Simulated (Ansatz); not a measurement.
**CHB (triplet): wave-function methods side by side at distance B1–C2 = 1.621 Å, cc-pVDZ**

Aim: climb from Hartree-Fock through coupled cluster and multireference methods for CHB (triplet) at one geometry and basis, and see what each rung misses.

Program: Ansatz 0.2.0, Gaussian basis. Level of theory: cc-pVDZ, core rule «outside noble gas», up to 2 orbitals frozen. These are calculated values, not measurements.

Plan: UHF; CCSD(T) on ROHF; CCSD(T) on UHF; BCCD(T) on ROHF; CISD; CCSDT(Q) on ROHF; CCSDT(Q) on UHF; CASSCF and MRCISD+Q, 4 electrons in 4 orbitals; CASSCF and NEVPT2, 4 electrons in 4 orbitals; CASSCF and MRCISD+Q, 8 electrons in 9 orbitals; CASSCF and NEVPT2, 8 electrons in 9 orbitals.

12 further runs of the same task are left out: 1 for a known fault of the program, 8 that didn't finish, 3 set aside as unsound or not needed.

## 1. The geometry

The geometry derives from a PBE0/def2-TZVP stationary point (not a proven minimum). One bond is set to the value named and the two fragments are kept rigid.

3 atoms, charge 0, spin multiplicity 3.

Atoms are counted from 1 here; the program's logs count them from 0.

Bond lengths: B1–C2 1.621 Å, C2–H3 1.071 Å. Angles: B1–C2–H3 180.0°.

## 2. UHF

Input file in.yaml:

```yaml
crystal:
  periodic: [false, false, false]
  atoms:
    - {symbol: B, position_ang: [0.000000, 0.000000, 1.437601]}
    - {symbol: C, position_ang: [0.000000, 0.000000, -0.183399]}
    - {symbol: H, position_ang: [0.000000, 0.000000, -1.254201]}
basis:
  gaussian: {orbitals: cc-pVDZ}
magnetization: {spin_polarized: true, initial_magnetization: 2}
hamiltonian: {xc: hf}
output: {orbitals: {seedname: orbitals}}
```

The run is started by

```
$ ansatz run in.yaml --threads 1 --pin off --events-out ev --progress --plain --max-ram 2393MiB
```

After this run come: CCSD(T) on ROHF; CCSD(T) on UHF; BCCD(T) on ROHF; CISD; CCSDT(Q) on ROHF; CCSDT(Q) on UHF; CASSCF and MRCISD+Q, 4 electrons in 4 orbitals; CASSCF and NEVPT2, 4 electrons in 4 orbitals; CASSCF and MRCISD+Q, 8 electrons in 9 orbitals; CASSCF and NEVPT2, 8 electrons in 9 orbitals.

**Question.** What will the summary of the whole plan be? Wanted: UCCSDT(Q) below the RHF energy; RMP2 from UCCSDT(Q); UMP2 from UCCSDT(Q); RCCSD from UCCSDT(Q); RCCSD(T) from UCCSDT(Q); UCCSD(T) from UCCSDT(Q); RCCSDT(Q) from UCCSDT(Q); NEVPT2 pair from UCCSDT(Q); MRCISD+Q pair from UCCSDT(Q).

The runs gave:

```
                         quantity                                                           value
   UCCSDT(Q) below the RHF energy                                                      -5.1869 eV
              RMP2 from UCCSDT(Q)                                                     +1201.6 meV
              UMP2 from UCCSDT(Q)                                                     +1204.8 meV
             RCCSD from UCCSDT(Q)                                                      +189.2 meV
          RCCSD(T) from UCCSDT(Q)                                                       +43.7 meV
          UCCSD(T) from UCCSDT(Q)                                                       +43.4 meV
         RCCSDT(Q) from UCCSDT(Q)                                                        +1.3 meV
       NEVPT2 pair from UCCSDT(Q)                                                     +1136.1 meV
     MRCISD+Q pair from UCCSDT(Q)                                                       +62.2 meV
    NEVPT2 valence from UCCSDT(Q)                                                      +659.9 meV
levels within 1 kcal/mol (43 meV)  UCCSD(T), BCCD(T), RCCSDT, UCCSDT, RCCSDT(Q), MRCISD+Q valence
                    T1 diagnostic                                                           0.025
   effectively unpaired electrons                                                            2.10
```

In words: RCCSD(T) misses by +43.7 meV, 0.8 % of the correlation energy. One determinant dominates. Of the multireference levels listed MRCISD+Q valence comes nearest in total energy (+12.4 meV), which doesn't show that its space is the better one. Coupled cluster took another determinant than the lowest Hartree-Fock one. These misses are within one basis, not against nature; the frozen cores of restricted and unrestricted runs differ, which can shift their rows.
